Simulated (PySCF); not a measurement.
Basis set benchmark on one molecule

Molecule: SMILES CC(F)(F)C#N, C3H3F2N.

Bonds (- single, = double, # triple, : aromatic): C1-C2 1.505 Å, C2-F3 1.350 Å, C2-F4 1.350 Å, C2-C5 1.487 Å, C5#N6 1.155 Å. C1 carries H7, H8, H9.

Geometry PBE0-D3(BJ)/def2-SVP throughout; GIAO in PySCF, gas phase, one conformer, non-relativistic; equivalent atoms averaged; functional PBE0.

Reference values (measured; G. Saielli, R. Bini, A. Bagno, Computational 19F NMR. 2. Organic compounds, RSC Adv. 2014, ESI (exp. from Berger-Braun-Kalinowski 1994 and Everett 1995)): δ(F3/F4) = -85.4 ppm vs CFCl3. Computed shifts are taken against CFCl3, calculated as an isolated molecule at each level.

Q: How do the basis sets STO-3G, 6-31G, pcSseg-0, 6-31G*, def2-SVP, cc-pVDZ, pcSseg-1, aug-cc-pVDZ, 6-311+G(2d,p), def2-TZVP, cc-pVTZ, IGLO-III, pcSseg-2 perform against the reference? Times are CPU seconds on shared hosts with different chips, so compare them loosely.

A: 
```
    basis set  functions   F3/F4  abs. error F  core-s
       STO-3G         33   -94.5           9.1     3.5
        6-31G         60  -114.8          29.4     6.9
     pcSseg-0         60  -110.3          24.9     3.6
       6-31G*         90  -104.4          19.0     9.8
     def2-SVP         99   -90.2           4.8      10
      cc-pVDZ         99   -99.9          14.5     6.6
     pcSseg-1        117  -104.4          19.0     7.7
  aug-cc-pVDZ        165   -94.8           9.4      13
6-311+G(2d,p)        180  -100.9          15.5      24
    def2-TZVP        204   -97.7          12.3      30
      cc-pVTZ        222   -98.0          12.6      18
     IGLO-III        240   -98.8          13.4      20
     pcSseg-2        258   -98.9          13.5      23
```

For ¹⁹F the closest is def2-SVP (4.8 ppm) and the furthest 6-31G (29.4 ppm). Where a smaller basis beats a larger one, errors probably cancel; the largest sets show where the functional converges. One molecule is a small sample, and vibrational and solvent effects are absent from the calculation.

A small basis that lands close on one nucleus may do so by chance; judge by the trend and by all nuclei.
